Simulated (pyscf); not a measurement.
Structures and frequencies: ωB97X-D3(BJ)/def2-SVP in PySCF.

**Question.** What are the homolytic bond dissociation enthalpies (298 K) of F–MoH(F)(F)(F)–F at ωB97M-D3(BJ)/def2-TZVP, weakest first?

**Answer.** H–Mo to [F–Mo(F)(F)(F)–F]• + H•: 1.13 eV; F–Mo to F• + [F–MoH(F)(F)–F]•: 3.18 eV. Ring and multiple bonds, and those that leave no two simple radicals, are not listed. The radicals are drawn with the spin at the cut bond; how far it spreads was not checked. Left out: the spin-orbit lowering of F. Open-shell species with a d-block atom are single-reference here; other states, and whether the spin sits on metal or ligand, were not checked. Elements past Kr carry the def2 core potentials, without spin-orbit coupling.
